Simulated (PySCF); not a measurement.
Input of a run (PBE0-D3(BJ)/def2-SVP geometry optimisation, gas phase (PySCF 2.14.0)), started from GFN2-xTB:
```
{"job": {"xc": "PBE0", "basis": "def2-SVP", "d3": "d3bj", "grid": 1, "kind": "geom"}, "charge": 0, "multiplicity": 1}
C      1.824853     0.003685    -0.042508
C      0.415531    -0.447427    -0.402262
C     -0.638476     0.361487     0.354156
C     -2.021669    -0.070566     0.008486
O     -2.375872    -0.918010    -0.736077
Cl    -3.239584     0.882396     0.894344
H      1.970553     1.051740    -0.294206
H      2.009388    -0.121661     1.022021
H      2.557791    -0.584429    -0.588478
H      0.252106    -0.333041    -1.474668
H      0.293040    -1.504642    -0.163180
H     -0.546018     1.426703     0.127344
H     -0.506031     0.254250     1.433910
```

Output (energies in Eh, forces in Eh/bohr):
```
step   0  E = -691.35073732  max force = 0.013857
step   1  E = -691.35207965  max force = 0.002312
step   2  E = -691.35205408  max force = 0.003298
step   3  E = -691.35211546  max force = 0.001011
step   4  E = -691.35212158  max force = 0.000302
optimisation converged
```

Problem. Summarise the run.

Solution. The energy falls by 3.6 kJ/mol over 5 energy and gradient evaluations, the largest force component goes from 0.0139 to 3.0e-04 Eh/bohr, and the atoms move by 0.027 Å rms after alignment. The bond that changes most is C4–Cl6 (ends: acyl halide carbon; chlorine bonded to C), which lengthens by 0.016 Å. Bonds longer at the end by more than 0.005 Å: 9 of 12; shorter: 1. Among the angles that change most is H12–C3–H13, from 106.9° to 104.8°. The energy rose by more than 1e-6 Eh at step 2. The first step brought 97 % of the lowering.

Problem. What are the final bond lengths?

Solution. C1–C2 1.520 Å, C2–C3 1.520 Å, C3–C4 1.499 Å, C4=O5 1.182 Å, C4–Cl6 1.798 Å, C1–H7 1.102 Å, C1–H8 1.102 Å, C1–H9 1.100 Å, C2–H10 1.102 Å, C2–H11 1.102 Å, C3–H12 1.104 Å, C3–H13 1.104 Å. Numbering counts from 1 in the input's order; the species is `O=C(Cl)CCC`.

The run used 123 basis functions and 37 SCF cycles in all.

Whether it is a minimum is left open (no frequencies). The numbers are those of one conformer.

Conformer computed: `[CH3:1][CH2:2][CH2:3][C:4](=[O:5])[Cl:6]`: C1–C2–C3–C4 179°, C2–C3–C4–O5 -1°.
